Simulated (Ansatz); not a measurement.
Relaxation of C$_{2}$H$_{3}$N (6 atoms, charge 0, multiplicity 1), to a largest force component of 0.03 eV/Å in at most 50 steps.

All numbers below come from RKS LDA/6-31G* (Ansatz).

```xyz
6
Properties=species:S:1:pos:R:3
C -0.370 0.116 0.346
C 0.707 -0.222 -0.669
N 1.551 -0.485 -1.458
H -0.380 1.207 0.516
H -1.352 -0.217 -0.035
H -0.156 -0.399 1.299
```

Q: Where does it end, and by what steps?

A: The run converged. After 3 steps the energy has fallen by 0.104 eV; N3 moved furthest, 0.05 Å.

```csv
step,energy less start (eV),largest force component (eV/Å),accepted
0,0.0000,1.483,yes
1,-0.0888,0.758,yes
2,-0.1032,0.051,yes
3,-0.1038,0.022,yes
```

```xyz
6
Properties=species:S:1:pos:R:3
C -0.342 0.107 0.321
C 0.682 -0.214 -0.643
N 1.512 -0.474 -1.422
H -0.375 1.196 0.504
H -1.334 -0.214 -0.043
H -0.143 -0.401 1.282
```

Whether the end is a true minimum wasn't checked by a vibrational analysis.

Time of the run: 1.5 s on 1 thread of AMD EPYC 9R45 96-Core Processor (Zen 5), with other jobs on the host, peak memory 0.12 GiB.
